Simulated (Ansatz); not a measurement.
A made-up structure of CH2ClSi, doublet:

```
5
angstrom
Si -0.4492 0.9879 -0.8581
C 0.3588 -0.1991 0.2508
Cl 0.5042 2.8356 -1.3208
H -1.8098 0.3136 -0.8153
H -0.1409 -0.6468 1.1087
```

It is relaxed with PBE-D4/def2-SVP and then PBE0-D4/def2-TZVP (Ansatz 0.2.0). Atoms count as bonded within 1.22 times the sum of their covalent radii (H–H: 0.88 Å). The end point is not checked to be a true minimum.

(1) Does its bonding change? (A judgement: the text doesn't fix the answer.)

## Answers

(1) By the calculation: No: no bond forms or breaks.

Where it ends: The first stage lowers the energy by 1.24 eV in 9 steps. It ends as CH₂ClSi ([CH][SiH][Cl]):
Si1  (-0.581, 0.904, -0.655)
C2  (0.010, -0.176, 0.456)
Cl3  (0.423, 2.543, -1.316)
H4  (-1.899, 0.812, -1.298)
H5  (0.509, -0.792, 1.178)
(Å)

Labels in which every atom is bracketed show which atoms are joined, not bond orders.

For scale, one of the runs: PBE0-D4/def2-TZVP relaxation, 117 basis functions, launched by `ansatz run in.yaml --threads 2 --pin off --events-out ev --progress --plain --max-ram 4352MiB`. The run took about 24 s on 2 CPU threads of an Arm Neoverse V1 (shared host).
